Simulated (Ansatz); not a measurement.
**PF, triplet: vertical spin and charge gaps**

Geometry (PBE0/def2-TZVP stationary point for this spin):

```csv
atom,x (Å),y (Å),z (Å)
F,0.0000,0.0000,0.0000
P,0.0000,0.0000,1.5934
```

Basis cc-pVDZ; Ansatz 0.2.0. Only valence electrons are correlated (noble-gas cores frozen). Prefix R: restricted or restricted open-shell reference; prefix U: unrestricted. Active spaces: valence = (12e, 8o) chosen from the atoms' valence shells.

Gaps are energies of the second state less the first, at fixed atoms, for a selection of the levels run; each method lands on the state that its own search finds for that charge and spin.

For open shells CISD is restricted-active-space CI with the open shells as a complete middle space.

Removing an electron, to the doublet: 9.343 eV at UCCSDTQ.

```tsv
level	gap (eV)	error (meV)
RHF	9.506	163
UHF	9.533	190
RMP2	9.405	62
UMP2	9.390	47
CISD	9.458	115
RCCSD	9.427	84
UCCSD	9.426	83
RCCSD(T)	9.355	12
UCCSD(T)	9.355	12
BCCD(T)	9.351	8
RCCSDT	9.347	4
UCCSDT	9.347	4
RCCSDT(Q)	9.347	4
UCCSDT(Q)	9.339	-4
RCCSDTQ	9.343	0
CASSCF (valence space)	8.297	-1046
NEVPT2 (valence space)	9.432	89
MRCISD (valence space)	9.244	-99
MRCISD+Q (valence space)	9.349	6
PBE	9.517	174
r2SCAN	9.813	470
PBE0	9.765	422
B3LYP	9.640	297
wB97M-V	9.433	90
B2PLYP	9.487	144
RPA-PBE	9.236	-107
```

Question: PBE gives 13.926 eV for removing an electron, to the quartet. Estimate what UCCSDTQ gives in cc-pVDZ.

Answer: UCCSDTQ in cc-pVDZ gives 13.646 eV, so against it PBE is off by 0.280 eV.

```tsv
level	gap (eV)	error (meV)
RHF	12.758	-888
UHF	12.827	-819
RMP2	13.541	-105
UMP2	13.528	-118
CISD	13.502	-144
RCCSD	13.676	30
UCCSD	13.670	24
RCCSD(T)	13.654	8
UCCSD(T)	13.654	8
BCCD(T)	13.659	13
RCCSDT	13.647	1
UCCSDT	13.646	0
RCCSDT(Q)	13.647	1
UCCSDT(Q)	13.644	-2
RCCSDTQ	13.647	1
CASSCF (valence space)	12.527	-1119
NEVPT2 (valence space)	13.416	-230
MRCISD (valence space)	13.494	-152
MRCISD+Q (valence space)	13.662	16
r2SCAN	13.843	197
PBE0	14.028	382
B3LYP	14.213	567
wB97M-V	14.199	553
B2PLYP	13.989	343
RPA-PBE	13.750	104
```

Quintet less triplet: 7.683 eV at UCCSDTQ.

```tsv
level	gap (eV)	error (meV)
UMP2	7.519	-164
CISD	7.512	-171
RCCSD	7.674	-9
UCCSD	7.668	-15
BCCD(T)	7.686	3
UCCSDT	7.681	-2
UCCSDT(Q)	7.682	-1
CASSCF (valence space)	7.564	-119
PBE	7.637	-46
PBE0	7.633	-50
```

In so small a basis the reference is far from its limit while semilocal and hybrid functionals are nearer theirs (RPA and double hybrids share much of the reference's basis error), so the functionals' errors here hold much of the reference's basis and frozen-core error, which can add to them or hide them.

Full CI isn't at hand for all of this; UCCSDTQ serves as the reference, and is uncertain by about the last step of the cluster series. The frozen core follows each run's orbitals, which can shift R against U totals by a few meV.
